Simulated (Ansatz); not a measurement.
Basis-set extrapolation for BCl$_{2}$H (`ClBCl`) (PBE0-D4/def2-TZVP geometry, frozen core, Ansatz). Multiplicity 1, RHF reference.

```json
{"": "HF", "cc-pV(T+d)Z": "-944.392041", "cc-pV(Q+d)Z": "-944.400677"}
{"": "MP2 correlation", "cc-pV(T+d)Z": "-0.476889", "cc-pV(Q+d)Z": "-0.521734"}
{"": "CCSD(T) correlation", "cc-pV(T+d)Z": "-0.537376", "cc-pV(Q+d)Z": "-0.582063"}
```

Energies in hartree. Use E(X) = E(∞) + A·exp(−5.46·√X) for Hartree–Fock and E(X) = E(∞) + B·X^(−3.05) for correlation, with X = 3 and 4.

Problem. What is the CCSD(T) energy at the basis-set limit?

Solution. HF limit: -944.400677 + (-0.008636) × 0.30130 = -944.40328. Correlation limit: -0.582063 + (-0.044687) × 0.71189 = -0.61388. Total: -945.01716 hartree, 230.4 kJ/mol below CCSD(T)/cc-pV(T+d)Z.
